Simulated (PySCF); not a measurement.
Species: oxalyl dichloride, C2Cl2O2.
Cartesian coordinates in Å at the GFN2-xTB level; atoms count from 1:
```
atom  x, y, z in Å
O1    -0.9288    1.3898   -0.5131
C2    -0.6943    0.2885   -0.1460
Cl3   -1.9162   -0.9049    0.1427
C4     0.6950   -0.2880    0.1394
O5     0.9301   -1.3887    0.5074
Cl6    1.9173    0.9053   -0.1520
```

Theory: TDDFT CAM-B3LYP/def2-SVPD, vertical, gas phase, core orbitals frozen in the response (PySCF).

Transition dipole moments from the ground state, in atomic units and in the frame of the coordinates above (overall signs are arbitrary), for the states with f of 0.002 or more among the lowest 8:

```csv
state,E (eV),μx,μy,μz
S6,5.985,0.345,0.581,-0.159
S8,7.701,0.681,0.443,-0.091
```

(1) Work out the oscillator strengths.

(2) The point group is C2h. Which irreducible representation does each state belong to?

(3) All atoms lie in one plane. Which transitions are polarised in it and which across it?

(4) Which bond between heavy atoms lies closest to the direction of the S8 transition dipole?

(5) What angle do the transition dipoles of S6 and S8 make?

(6) How is the summed strength of these states shared among x, y and z?

(7) What peak molar absorption coefficient would the strongest computed level give as a lone Gaussian band 0.5 eV wide at half height?

Results:

(1) f = (2/3) ΔE |μ|² with ΔE in hartree (27.2114 eV).

| state | \|μ\|² (au) | \|μ\| (D) | f |
| --- | --- | --- | --- |
| S6 | 0.481 | 1.76 | 0.071 |
| S8 | 0.669 | 2.08 | 0.126 |

(2) Polarised across the twofold axis, so Bu: S6 and S8.

(3) In the plane: S6 and S8. No state is polarised perpendicular to it. States polarised in the plane are symmetric under reflection in it, those polarised across it antisymmetric.

(4) C2–Cl3 and C4–Cl6, at 12° from it; next C2–C4 at 58°.

(5) |cos θ| = |μa·μb| / (|μa| |μb|) = 0.89, so θ ≈ 27° (taken between 0 and 90°, since the signs are arbitrary).

(6) (2/3) Σ ΔE μα² gives 0.105 for x, 0.086 for y and 0.005 for z, 0.197 in all.

(7) ε(max) = 2.175×10⁸ f / FWHM, with the width in cm⁻¹. S8: 2.175×10⁸ × 0.1262 / 4033 ≈ 6800 L mol⁻¹ cm⁻¹.

The run took 11 s of wall time on x86-64 server, one thread (shared host).

One conformer stands for the species.
